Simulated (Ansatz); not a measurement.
Diamond-structure Si, treated with HSE06 (Ansatz, an electronic-structure program, plane waves, PAW).

Input:

Ansatz 0.2 input:
```yaml
crystal:
  lattice:
    - [0.0, 2.6736150066, 2.6736150066]
    - [2.6736150066, 0.0, 2.6736150066]
    - [2.6736150066, 2.6736150066, 0.0]
  atoms:
    - { symbol: Si, position: [0.0, 0.0, 0.0] }
    - { symbol: Si, position: [0.25, 0.25, 0.25] }
basis:
  ecutwfc: 460
  ecutrho_ratio: 4
  xc_grid: 2
kpoints:
  mp_grid: { grid: [8, 8, 8] }
hamiltonian:
  xc: hse06
  dispersion: none
  pseudopotentials: { kind: paw }
scf:
  occupations: { method: fermi_dirac, width: 0.01 }
  convergence: { dr2_threshold: 0.0000000002 }
output:
  forces: true
  stress: true
  eigenvalues: true
```

How many irreducible k-points, plane waves at Γ does the program set up, and what pressure does the run end with?

29 irreducible k-points, 869 plane waves at Γ; P = 5.62 GPa, so the cell is compressed on average and its volume would grow at this level.

The run printed, among other lines:

```
WARN output.stress: scf.exx.energy_threshold = 1e-6 eV is looser than the 2e-8 eV advised for a stress under a hybrid functional (1e-8 eV for each atom of the …
Crystal: 2 atoms, lattice volume = 38.223 Å³
Basis set: ecut = 460 eV, 869 PW (Γ), exchange–correlation on 54×54×54 points (8 copies of the dense FFT grid, shifted against one another)
Bands: 8, of which v1, the nominal top of the filled ones, is band 4 counted from 1 (3 counted from 0)
Symmetry: 48 space group operations
Space group: Fd-3m (ITA 227), of the structure as read, at distance tolerance 3.4e-5 Å
k-points: 29 of 512
SCF iter   1: F=—  HF=-1271.551582 eV  |F-HF|=—  |Δ(HF+E_count)|=         —  Δρ=7.43e-4  dr2=1.03e-4
SCF iter   2: F=-1271.551813 eV  HF=-1271.551769 eV  |F-HF|=4.43e-5  |Δ(HF+E_count)|=   1.87e-4  Δρ=3.74e-4  dr2=2.22e-5
Crystal: 2 atoms, lattice volume = 38.223 Å³
Initial density: handed on by an earlier stage of this run
  ...
Crystal: 2 atoms, lattice volume = 38.223 Å³
SCF iter   4: F=—  HF=-1272.551003 eV  |F-HF|=—  |Δ(HF+E_count)|=   1.20e-8  Δρ=1.36e-6  dr2=1.06e-9
SCF iter   5: F=-1272.551003 eV  HF=-1272.551003 eV  |F-HF|=7.96e-12  |Δ(HF+E_count)|=  4.38e-10  Δρ=1.91e-7  dr2=3.37e-11
SCF 3 converged in 5 iterations: F = -1272.551003 eV  dr2 = 3.37e-11
Free energy (F): -1272.551003 eV
Internal energy: -1272.551003 eV  (E = F + TS)
E sigma→0 (E₀):  -1272.551003 eV
Fermi energy:    6.935539 eV
--- Forces (eV/Å), atoms counted from 1 ---
  atom   1  Si     0.00000000    -0.00000000     0.00000000
  atom   2  Si     0.00000000     0.00000000     0.00000000
--- Stress (GPa, compression-positive) ---
        5.618739       0.000000      -0.000000
        0.000000       5.618739       0.000000
       -0.000000       0.000000       5.618739
  P = ⅓ Tr σ = 5.6187 GPa (56.187 kbar)
```

The cell is one volume of an energy–volume scan, off the minimum.

The PAW data were made under PBE.

The result took around 90 core-seconds (rough).
